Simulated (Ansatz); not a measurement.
Ba₂WO₅ (Pnma, No. 62; cell taken from a computed entry) was calculated with LDA (Ansatz, an electronic-structure program, PAW).

Input file:

Ansatz 0.2 input:
```yaml
crystal:
  lattice:
    - [7.3614673478, 0.0, 0.0]
    - [0.0, 5.6912620052, 0.0]
    - [0.0, 0.0, 11.4367485434]
  atoms:
    - { symbol: Ba, position: [0.6777670127, 0.75, 0.0841717639] }
    - { symbol: Ba, position: [0.3222329873, 0.25, 0.9158282361] }
    - { symbol: Ba, position: [0.8222329873, 0.25, 0.5841717639] }
    - { symbol: Ba, position: [0.1777670127, 0.75, 0.4158282361] }
    - { symbol: Ba, position: [0.5230536501, 0.25, 0.2860111358] }
    - { symbol: Ba, position: [0.4769463499, 0.75, 0.7139888642] }
    - { symbol: Ba, position: [0.9769463499, 0.75, 0.7860111358] }
    - { symbol: Ba, position: [0.0230536501, 0.25, 0.2139888642] }
    - { symbol: W, position: [0.8208869334, 0.25, 0.9343882105] }
    - { symbol: W, position: [0.1791130666, 0.75, 0.0656117895] }
    - { symbol: W, position: [0.6791130666, 0.75, 0.4343882105] }
    - { symbol: W, position: [0.3208869334, 0.25, 0.5656117895] }
    - { symbol: O, position: [0.1739225642, 0.0078950226, 0.614159201] }
    - { symbol: O, position: [0.8260774358, 0.9921049774, 0.385840799] }
    - { symbol: O, position: [0.3260774358, 0.9921049774, 0.114159201] }
    - { symbol: O, position: [0.6739225642, 0.0078950226, 0.885840799] }
    - { symbol: O, position: [0.6739225642, 0.4921049774, 0.885840799] }
    - { symbol: O, position: [0.3260774358, 0.5078950226, 0.114159201] }
    - { symbol: O, position: [0.8260774358, 0.5078950226, 0.385840799] }
    - { symbol: O, position: [0.1739225642, 0.4921049774, 0.614159201] }
    - { symbol: O, position: [0.7749754898, 0.75, 0.5925276222] }
    - { symbol: O, position: [0.2250245102, 0.25, 0.4074723778] }
    - { symbol: O, position: [0.7250245102, 0.25, 0.0925276222] }
    - { symbol: O, position: [0.2749754898, 0.75, 0.9074723778] }
    - { symbol: O, position: [0.0, 0.5, 0.0] }
    - { symbol: O, position: [0.5, 0.5, 0.5] }
    - { symbol: O, position: [0.5, 0.0, 0.5] }
    - { symbol: O, position: [0.0, 0.0, 0.0] }
    - { symbol: O, position: [0.9735220613, 0.25, 0.8039147094] }
    - { symbol: O, position: [0.0264779387, 0.75, 0.1960852906] }
    - { symbol: O, position: [0.5264779387, 0.75, 0.3039147094] }
    - { symbol: O, position: [0.4735220613, 0.25, 0.6960852906] }
basis:
  ecutwfc: 520
  ecutrho_ratio: 4
  xc_grid: 2
kpoints:
  mp_grid: { grid: [6, 6, 4] }
  band_path:
    path:
      - [0.0, 0.0, 0.0]
      - [0.166667, 0.0, 0.0]
      - [0.333333, 0.0, 0.0]
      - [0.5, 0.0, 0.0]
      - [0.5, 0.1, 0.0]
      - [0.5, 0.2, 0.0]
      - [0.5, 0.3, 0.0]
      - [0.5, 0.4, 0.0]
      - [0.5, 0.5, 0.0]
      - [0.333333, 0.5, 0.0]
      - [0.166667, 0.5, 0.0]
      - [0.0, 0.5, 0.0]
      - [0.0, 0.4, 0.0]
      - [0.0, 0.3, 0.0]
      - [0.0, 0.2, 0.0]
      - [0.0, 0.1, 0.0]
      - [0.0, 0.0, 0.25]
      - [0.0, 0.0, 0.5]
      - [0.166667, 0.0, 0.5]
      - [0.333333, 0.0, 0.5]
      - [0.5, 0.0, 0.5]
      - [0.5, 0.1, 0.5]
      - [0.5, 0.2, 0.5]
      - [0.5, 0.3, 0.5]
      - [0.5, 0.4, 0.5]
      - [0.5, 0.5, 0.5]
      - [0.333333, 0.5, 0.5]
      - [0.166667, 0.5, 0.5]
      - [0.0, 0.5, 0.5]
      - [0.0, 0.4, 0.5]
      - [0.0, 0.3, 0.5]
      - [0.0, 0.2, 0.5]
      - [0.0, 0.1, 0.5]
      - [0.5, 0.0, 0.25]
      - [0.0, 0.5, 0.25]
      - [0.5, 0.5, 0.25]
    npoints: 1
hamiltonian:
  xc: lda
  dispersion: none
  pseudopotentials: { kind: paw }
scf:
  occupations: { method: fermi_dirac, width: 0.01 }
  convergence: { dr2_threshold: 0.0000000032 }
output:
  forces: true
  stress: true
  eigenvalues: true
  write_bands: true
```

The run printed, among other lines:

```
Crystal: 32 atoms, lattice volume = 479.154 Å³
Basis set: ecut = 520 eV, 12945 PW (Γ), exchange–correlation on 120×90×180 points (8 copies of the dense FFT grid, shifted against one another)
Bands: 160, of which v1, the nominal top of the filled ones, is band 128 counted from 1 (127 counted from 0)
Symmetry: 8 space group operations
Space group: Pnma (ITA 62), of the structure as read, at distance tolerance 7.8e-5 Å
k-points: 48 of 144
Functional: x = slater, c = lda
SCF iter   1: F=—  HF=-97901.297814 eV  |F-HF|=—  |Δ(HF+E_count)|=         —  Δρ=1.76e-2  dr2=1.44e0
SCF iter   2: F=—  HF=-97900.999191 eV  |F-HF|=—  |Δ(HF+E_count)|=   2.99e-1  Δρ=4.95e-3  dr2=1.21e-1
  ...
SCF iter   8: F=—  HF=-97900.971105 eV  |F-HF|=—  |Δ(HF+E_count)|=  9.31e-10  Δρ=8.97e-7  dr2=3.64e-9
SCF iter   9: F=-97900.971105 eV  HF=-97900.971105 eV  |F-HF|=3.20e-10  |Δ(HF+E_count)|=  3.78e-10  Δρ=3.14e-7  dr2=4.38e-10
SCF 1 converged in 9 iterations: F = -97900.971105 eV  dr2 = 4.38e-10
SCF converged after 9 iterations
Free energy (F): -97900.971105 eV
  ...
  atom   8  Ba    -0.01542897     0.00000000     0.00645848
  atom   9  W     -0.02469198     0.00000000    -0.02810647
  atom  10  W      0.02469198    -0.00000000     0.02810647
  atom  11  W      0.02469198    -0.00000000    -0.02810647
  atom  12  W     -0.02469198     0.00000000     0.02810647
  atom  13  O      0.15936246     0.17441555    -0.09809614
  atom  14  O     -0.15936246    -0.17441555     0.09809614
  atom  15  O     -0.15936246    -0.17441555    -0.09809614
  atom  16  O      0.15936246     0.17441555     0.09809614
  atom  17  O      0.15936246    -0.17441555     0.09809614
  atom  18  O     -0.15936246     0.17441555    -0.09809614
  atom  19  O     -0.15936246     0.17441555     0.09809614
  atom  20  O      0.15936246    -0.17441555    -0.09809614
  atom  21  O     -0.11672085    -0.00000000    -0.17647889
  atom  22  O      0.11672085     0.00000000     0.17647889
  atom  23  O      0.11672085     0.00000000    -0.17647889
  atom  24  O     -0.11672085    -0.00000000     0.17647889
  atom  25  O      0.00000000     0.00000000    -0.00000000
  atom  26  O      0.00000000    -0.00000000     0.00000000
  atom  27  O      0.00000000    -0.00000000     0.00000000
  atom  28  O      0.00000000     0.00000000     0.00000000
  atom  29  O     -0.15461042     0.00000000     0.19892039
  atom  30  O      0.15461042    -0.00000000    -0.19892039
  atom  31  O      0.15461042     0.00000000     0.19892039
  atom  32  O     -0.15461042    -0.00000000    -0.19892039
--- Stress (GPa, compression-positive) ---
       -4.034057       0.000000       0.000000
        0.000000      -4.096445       0.000000
        0.000000       0.000000      -4.153860
  P = ⅓ Tr σ = -4.0948 GPa (-40.948 kbar)
```

The PAW data were made under PBE.

Note: cell and atoms aren't relaxed at this level (largest force component 0.20 eV/Å, pressure -4.1 GPa).

The result took very roughly 12 core-minutes.
